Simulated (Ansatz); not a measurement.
**B2H2O: small, medium and large basis sets**

One table from this session's results is given with a row withheld; the runs are named, their logs left out.

Program: Ansatz 0.2.0, Gaussian basis. Level of theory: one geometry, several basis sets. These are calculated values, not measurements.

Levels to be run: PBE0-D4/def2-SVP; ωB97M-V/def2-SVP; PBE0-D4/def2-QZVPP; ωB97M-V/def2-QZVPP; CCSD(T)/cc-pV(D+d)Z; CCSD(T)/cc-pV(T+d)Z; CCSD(T)/cc-pV(Q+d)Z; the functionals' def2-TZVPP values are taken from earlier runs.

## The geometry

All runs share one geometry, relaxed beforehand with PBE0-D4 in a triple-zeta def2 set.

SMILES `B1BO1`, 5 atoms, charge 0, spin multiplicity 1.

Atoms are counted from 1 here; the program's logs count them from 0.

Bond lengths: B1–B2 1.566 Å, B1–O3 1.381 Å, B1–H4 1.184 Å, B2–O3 1.381 Å, B2–H5 1.184 Å. Angles: B2–B1–O3 55.5°, B2–B1–H4 175.6°, O3–B1–H4 128.9°, B1–B2–O3 55.5°, B1–B2–H5 175.6°, O3–B2–H5 128.9°, B1–O3–B2 69.1°.

The first run:

File in.yaml:

```yaml
crystal:
  periodic: [false, false, false]
  atoms:
    - {symbol: B, position_ang: [-0.697827, -0.163941, -0.363553]}
    - {symbol: B, position_ang: [0.633588, 0.463415, 0.170690]}
    - {symbol: O, position_ang: [0.218423, -0.828359, 0.427791]}
    - {symbol: H, position_ang: [-1.721879, -0.559160, -0.808207]}
    - {symbol: H, position_ang: [1.617695, 1.014546, 0.531778]}
basis:
  gaussian: {orbitals: def2-SVP}
hamiltonian: {xc: pbe0, dispersion: d4}
output: {orbitals: {seedname: orbitals}}
```

Started as:

```
$ ansatz run in.yaml --threads 2 --pin off --events-out ev --progress --plain --max-ram 4352MiB
```

Among the steps run: PBE0-D4 in def2-SVP; ωB97M-V in def2-SVP; PBE0-D4 in def2-QZVPP; ωB97M-V in def2-QZVPP.

One table of the session follows, with a row left open; its other results are not shown here.

| functional | basis | HOMO (eV) |
| --- | --- | --- |
| PBE0-D4 | def2-SVP | -7.49 |
| PBE0-D4 | def2-TZVPP | -7.52 |
| PBE0-D4 | def2-QZVPP | -7.54 |
| ωB97M-V | def2-SVP | ? |
| ωB97M-V | def2-TZVPP | -9.80 |
| ωB97M-V | def2-QZVPP | -9.81 |

**Question.** Estimate the row for ωB97M-V, def2-SVP.

As computed: HOMO (eV): -9.73. In the column «HOMO (eV)» it lies between ωB97M-V, def2-TZVPP (-9.80) and PBE0-D4, def2-QZVPP (-7.54).
